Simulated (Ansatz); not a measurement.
Geometry optimisation, Ansatz 0.2.0, RKS PBE0-D4/6-31G.

The input (input.yaml):

```yaml
crystal:
  periodic: [false, false, false]
  atoms:
    - { symbol: C, position_ang: [0.1512, 0.0787, -2.2212] }
    - { symbol: O, position_ang: [0.0409, -0.312, -0.8752] }
    - { symbol: H, position_ang: [0.952, -0.5182, -2.655] }
    - { symbol: H, position_ang: [0.4079, 1.1401, -2.3133] }
    - { symbol: H, position_ang: [-0.7745, -0.1144, -2.7751] }
    - { symbol: H, position_ang: [-0.648, 0.2163, -0.451] }
    - { symbol: C, position_ang: [0.0715, -0.209, 2.2956] }
    - { symbol: Cl, position_ang: [-1.0526, 1.0991, 1.88] }
    - { symbol: H, position_ang: [0.8943, -0.1888, 1.5848] }
    - { symbol: H, position_ang: [-0.4659, -1.1484, 2.2208] }
    - { symbol: H, position_ang: [0.4233, -0.0434, 3.3097] }
basis:
  gaussian: { orbitals: "6-31G" }
hamiltonian:
  xc: pbe0
  dispersion: d4
relax:
  f_tol: 0.02
  max_steps: 40
```

Run as:

```bash
$ ansatz run input.yaml --threads 1 --pin off --max-ram 2048MiB --backend cpu --events-out ev --progress --plain --runs-dir out
```

Problem. Where does it end, and by what steps?

Solution. The forces met the threshold. The force dipped under the threshold on the way, but the program's further checks kept it going. Limits of this set-up: no polarisation functions. After 23 steps the energy has fallen by 0.163 eV; H11 moved furthest, 1.24 Å.

```
step  energy less start (eV)  largest force component (eV/Å)  accepted
   0                  0.0000                           1.401       yes
   1                 -0.0897                           0.973       yes
   2                 -0.1124                           0.677       yes
   3                 -0.1296                           0.470       yes
   4                 -0.1400                           0.160       yes
   5                 -0.1426                           0.315       yes
   6                 -0.1502                           0.071       yes
   7                 -0.1505                           0.065       yes
   8                 -0.1431                           0.413        no
   9                 -0.1522                           0.011       yes
  10                 -0.1536                           0.089       yes
  11                 -0.1548                           0.099       yes
  12                 -0.1564                           0.133       yes
  13                 -0.1571                           0.156       yes
  14                 -0.1584                           0.128       yes
  15                 -0.1597                           0.076       yes
  16                 -0.1609                           0.039       yes
  17                 -0.1615                           0.073       yes
  18                 -0.1619                           0.063       yes
  19                 -0.1624                           0.050       yes
  20                 -0.1625                           0.054       yes
  21                 -0.1627                           0.059       yes
  22                 -0.1628                           0.030       yes
  23                 -0.1628                           0.017       yes
```

```xyz
11
Properties=species:S:1:pos:R:3
C 0.247 0.156 -1.887
O -0.491 -0.731 -1.017
H 1.097 -0.418 -2.254
H 0.616 1.042 -1.355
H -0.355 0.480 -2.745
H -1.250 -0.257 -0.627
C 0.158 -0.185 2.015
Cl -1.136 1.112 1.649
H 0.287 -0.738 1.085
H -0.233 -0.805 2.818
H 1.059 0.342 2.317
```

Whether the end is a true minimum wasn't checked by a vibrational analysis.

Run time: 57 s on 1 thread of Arm Neoverse V2, with other jobs on the host, peak memory 0.13 GiB.
